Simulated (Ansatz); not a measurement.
## Which is lower?

Two relaxed structures of CH₄AlS, doublet (PBE0-D4/def2-TZVP; forces vanish, vibrations not checked).

A:

```xyz
7
angstrom
C -0.4948 0.6207 -0.3547
S -0.7922 -1.0643 -0.3062
Al 1.1474 -1.9138 0.2470
H -1.3232 1.2655 -0.6109
H 0.4783 1.0401 -0.1400
H 1.2040 -3.4853 0.3767
H 2.3466 -0.9093 0.4766
```

B:

C1  (-0.626, 0.705, -0.053)
S2  (-0.937, -1.085, -0.214)
Al3  (1.054, -1.942, 0.045)
H4  (-0.960, 1.200, -0.964)
H5  (0.433, 0.914, 0.102)
H6  (-1.195, 1.085, 0.795)
H7  (2.231, -0.878, 0.289)
(Å)

Ansatz 0.2.0; basis: def2-TZVPP; cores frozen in the correlated methods; orbitals are unrestricted. B3LYP uses VWN-RPA correlation.

(1) Which structure is lower at CCSD(T), and by how much? (An estimate is asked for; the value comes from the calculation.)

The T1 diagnostic stays at or below 0.020. ⟨S²⟩ of the unrestricted Hartree–Fock references: 0.76 to 0.77 (a pure state has 0.75).

Results:

(1) The calculation gives: B, by 60.3 kJ/mol (electronic energy, against the other). By their contacts, A is CH₄AlS ([CH2][S][AlH2]) and B is CH₄AlS ([CH3][S][AlH]).

All methods give the same order:

```json
{"method": "PBE-D4", "E(B) − E(A) (kJ/mol)": "-66.8"}
{"method": "r2SCAN-D4", "E(B) − E(A) (kJ/mol)": "-56.0"}
{"method": "PBE0-D4", "E(B) − E(A) (kJ/mol)": "-66.0"}
{"method": "B3LYP-D4", "E(B) − E(A) (kJ/mol)": "-56.1"}
{"method": "wB97M-V", "E(B) − E(A) (kJ/mol)": "-53.8"}
{"method": "HF", "E(B) − E(A) (kJ/mol)": "-45.7"}
{"method": "MP2", "E(B) − E(A) (kJ/mol)": "-73.4"}
{"method": "CCSD", "E(B) − E(A) (kJ/mol)": "-57.6"}
{"method": "CCSD(T)", "E(B) − E(A) (kJ/mol)": "-60.3"}
```

Labels in which every atom is bracketed show which atoms are joined, not bond orders.

For scale, one of the runs: CCSD(T)/def2-TZVPP, 171 basis functions, launched by `ansatz run in.yaml --threads 2 --pin off --events-out ev --progress --plain --max-ram 4352MiB`. The run took 75 s on 2 CPU threads of an Arm Neoverse V2 (shared host), with 3.2 GiB of host memory at its peak.
